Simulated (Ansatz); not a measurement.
# AlH₃ (singlet): from Hartree-Fock to the top rungs at distance Al1–H3 = 1.437 Å, cc-pVDZ

An exercise on one series of results from a longer session: the logs are not shown, and one member is left open.

Computed with Ansatz 0.2.0, Gaussian basis. Level: cc-pVDZ, core rule «outside noble gas», up to 5 orbitals frozen.

Plan: UHF; CCSD(T) on RHF; BCCD(T) on RHF; CISD; CCSDT(Q) on RHF; CCSDTQ on RHF; CASSCF and MRCISD+Q, 2 electrons in 2 orbitals; CASSCF and NEVPT2, 2 electrons in 2 orbitals; Full CI.

21 further runs of the same task are left out: 9 for a known fault of the program, 9 that didn't finish, 3 set aside as unsound or not needed.

## The system

The geometry derives from a PBE0/def2-TZVP stationary point (not a proven minimum). One bond is set to the value named and the two fragments are kept rigid.

4 atoms, charge 0, spin multiplicity 1.

Atoms are counted from 1 here; the program's logs count them from 0.

Bond lengths: Al1–H2 1.586 Å, Al1–H3 1.437 Å, Al1–H4 1.586 Å. Angles: H2–Al1–H3 120.0°, H2–Al1–H4 120.0°, H3–Al1–H4 120.0°.

Set-up of the first run:

in.yaml reads:

```yaml
crystal:
  periodic: [false, false, false]
  atoms:
    - {symbol: Al, position_ang: [-0.002541, 0.004306, -0.000009]}
    - {symbol: H, position_ang: [1.583235, 0.019357, -0.000092]}
    - {symbol: H, position_ang: [-0.732820, 1.241907, -0.002537]}
    - {symbol: H, position_ang: [-0.782395, -1.376538, 0.002864]}
basis:
  gaussian: {orbitals: cc-pVDZ}
magnetization: {spin_polarized: true, initial_magnetization: 0}
hamiltonian: {xc: hf}
output: {orbitals: {seedname: orbitals}}
```

On the command line:

```
$ ansatz run in.yaml --threads 1 --pin off --events-out ev --progress --plain --max-ram 2393MiB
```

Steps of the session up to this table: UHF; CCSD(T) on RHF; BCCD(T) on RHF; CISD; CCSDT(Q) on RHF; CCSDTQ on RHF; CASSCF and MRCISD+Q, 2 electrons in 2 orbitals; CASSCF and NEVPT2, 2 electrons in 2 orbitals; Full CI.

One of the session's tables, all rows but one given; the rest of the session is left out.

| method | from FCI (meV) |
| --- | --- |
| RHF | +2792.8 |
| RMP2 | +696.8 |
| CISD | +130.8 |
| RCCSD | +39.1 |
| RCCSD(T) | +10.5 |
| BCCD(T) | +10.3 |
| RCCSDT | +0.8 |
| RCCSDT(Q) | +0.2 |
| RCCSDTQ | 0.0 |
| CASSCF pair | ? |
| NEVPT2 pair | +690.3 |
| MRCISD pair | +96.5 |
| MRCISD+Q pair | -23.6 |
| FCI | 0 |

**Question.** Estimate the row for CASSCF pair.

The run gave: from FCI (meV): +2426.2. In the column «from FCI (meV)» it lies between RMP2 (+696.8) and RHF (+2792.8).

Among the levels timed on like hardware and quicker than the yardstick, those that no quicker one beats, quickest first: BCCD(T) (0.21 s, +10.3 meV); RCCSDT(Q) (0.66 s, +0.2 meV); RCCSDTQ (6.5 s, 0.0 meV). Runs this short are mostly start-up, so their order is noise.

To keep in mind: The yardstick is full CI for this spin, exact in this basis with these frozen cores. MRCISD+Q pair falls below full CI: the +Q correction isn't variational, and the cores differ from full CI's. Of the multireference levels listed MRCISD+Q pair comes nearest in total energy (-23.6 meV), which doesn't show that its space is the better one.
